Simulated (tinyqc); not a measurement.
RHF in the sto-3g basis, for LiH, spin multiplicity 1, step by step. One step of it, computed by the program tinyqc.

Question. Iteration 1: diagonalisation and new density. Diagonalise F' = X^T F X, C = X C', fill 2 alpha and 2 beta electrons from the bottom; D = 2 C_occ C_occ^T. Each column has its largest component positive (the first on a tie).

Fock matrix F (hartree):
```
            1Li 1s     1Li 2s    1Li 2px    1Li 2py    1Li 2pz      2H 1s
1Li 1s   -2.510282  -0.673310  -0.036895  -0.073779  -0.096932  -0.230742
1Li 2s   -0.673310  -0.175062   0.007548  -0.009611  -0.052457  -0.148780
1Li 2px  -0.036895   0.007548   0.003227  -0.034405   0.012300   0.090906
1Li 2py  -0.073779  -0.009611  -0.034405   0.108914  -0.010306   0.005880
1Li 2pz  -0.096932  -0.052457   0.012300  -0.010306   0.055755  -0.149898
2H 1s    -0.230742  -0.148780   0.090906   0.005880  -0.149898  -0.121038
```

X:
```
            1Li 1s     1Li 2s   1Li 2px   1Li 2py    1Li 2pz      2H 1s
1Li 1s    1.023228  -0.130020  0.000000  0.000000  -0.006339   0.012074
1Li 2s   -0.130020   1.096757  0.000000  0.000000   0.097065  -0.250569
1Li 2px   0.000000   0.000000  1.000000  0.000000   0.000000   0.000000
1Li 2py   0.000000   0.000000  0.000000  1.000000   0.000000   0.000000
1Li 2pz  -0.006339   0.097065  0.000000  0.000000   1.127361  -0.329729
2H 1s     0.012074  -0.250569  0.000000  0.000000  -0.329729   1.199525
```

Give: F' = X^T F X; orbital energies; coefficients C; D after iteration 1.

Answer.

F' = X^T F X (hartree):
```
         1        2        3        4        5        6
1  -2.4561  -0.3641  -0.0377  -0.0741  -0.0840  -0.0921
2  -0.3641  -0.0028  -0.0085  -0.0034   0.0318  -0.1265
3  -0.0377  -0.0085   0.0032  -0.0344  -0.0151   0.1027
4  -0.0741  -0.0034  -0.0344   0.1089  -0.0140   0.0120
5  -0.0840   0.0318  -0.0151  -0.0140   0.1667  -0.2012
6  -0.0921  -0.1265   0.1027   0.0120  -0.2012   0.0181
```

orbital energies (hartree): MO1 -2.5191, MO2 -0.1777, MO3 0.0144, MO4 0.0403, MO5 0.1228, MO6 0.3574

coefficients C:
```
            MO1      MO2      MO3      MO4      MO5      MO6
1Li 1s   0.9918  -0.1146  -0.1352  -0.1959  -0.0443  -0.0926
1Li 2s   0.0223   0.1753   0.3664   0.8899   0.1089   0.5681
1Li 2px  0.0140  -0.4204   0.8304  -0.0951  -0.2892  -0.2020
1Li 2py  0.0282  -0.0815   0.2577  -0.1849   0.9438  -0.0334
1Li 2pz  0.0299   0.2026   0.2626  -0.4560  -0.1080   1.0289
2H 1s    0.0188   0.7172   0.0784  -0.2004  -0.0355  -1.0238
```

D after iteration 1:
```
          1Li 1s   1Li 2s  1Li 2px  1Li 2py  1Li 2pz    2H 1s
1Li 1s    1.9938   0.0041   0.1242   0.0746   0.0129  -0.1272
1Li 2s    0.0041   0.0625  -0.1468  -0.0273   0.0724   0.2523
1Li 2px   0.1242  -0.1468   0.3539   0.0694  -0.1696  -0.6026
1Li 2py   0.0746  -0.0273   0.0694   0.0149  -0.0314  -0.1159
1Li 2pz   0.0129   0.0724  -0.1696  -0.0314   0.0839   0.2918
2H 1s    -0.1272   0.2523  -0.6026  -0.1159   0.2918   1.0295
```
